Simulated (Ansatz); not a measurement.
System: cubic perovskite KTaO3. Method: rVV10 (plane waves, PAW; Ansatz, a quantum-chemistry and plane-wave program).

Numerical settings: plane-wave cutoff 500 eV, 8×8×8 k mesh, gaussian smearing 0.02 eV, scalar-relativistic PAW data made under PBE.

Computed at the level's own relaxed cell.

Task: Estimate the volume per atom, lattice constant a and band gap that the calculation returns.

Result: 
- volume per atom = 13.11 Å³/atom
- lattice constant a = 4.032 Å
- band gap = 2.17 eV (on the SCF k mesh)

Measured, for comparison: band gap 3.64 eV (temperature not stated, no zero-point or thermal correction, indirect; as tabulated in Himmetoglu and Janotti (2016), arXiv:1601.06205).

Spin–orbit coupling is not included.

The computed numbers hold no vibrational or temperature effects.

The result took roughly 16 core-seconds.
